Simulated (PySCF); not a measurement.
**SH⁺: energy against distance**

Set-up: PySCF, no relativity, basis sets H def2-TZVPPD, S def2-TZVPPD. Energies in eV from H + S⁺ in their ground configurations at the same level. State: ³Σ⁻ (triplet), unpaired electrons π ↑↑.

| R (Å) | UHF-MP2 | UHF-CCSD |
| --- | --- | --- |
| 1.178 | -2.855 |  |
| 1.233 | -3.166 | -3.312 |
| 1.288 | -3.337 | -3.488 |
| 1.329 | -3.394 | -3.549 |
| 1.370 | -3.403 | -3.563 |
| 1.411 | -3.372 | -3.537 |
| 1.466 | -3.283 | -3.455 |
| 1.534 | -3.114 | -3.298 |
| 1.617 | -2.856 | -3.056 |
| 1.726 | -2.450 |  |

Task: Put a parabola through the three lowest points of the UHF-MP2 curve and estimate Re, k and ωe (reduced mass 0.977 u; 1 eV/Å² = 0.16022 mdyn/Å; ωe = 1302.8·√(k/μ) cm⁻¹).

Result: Through R = 1.329, 1.37, 1.411 Å the second-order coefficient is 11.9 eV/Å², so Re ≈ 1.359 Å, k ≈ 3.81 mdyn/Å and ωe ≈ 2574 cm⁻¹. A polynomial fit of higher order to the unrounded UHF-MP2 energies gives Re = 1.357 Å, k = 3.97 mdyn/Å, ωe = 2627 cm⁻¹; anharmonicity and rounding make the difference.

The higher-order fit for each curve: UHF-MP2: Re = 1.357 Å, ωe = 2627 cm⁻¹, De = 3.40 eV; UHF-CCSD: Re = 1.362 Å, ωe = 2579 cm⁻¹, De = 3.56 eV.

Correlated steps freeze 5 core orbitals. For an ion De counts to the pair picked by the measured ionisation energies or electron affinities, which need not be the lowest pair at this level. The state was picked by a PBE0 search and need not be the measured ground state.
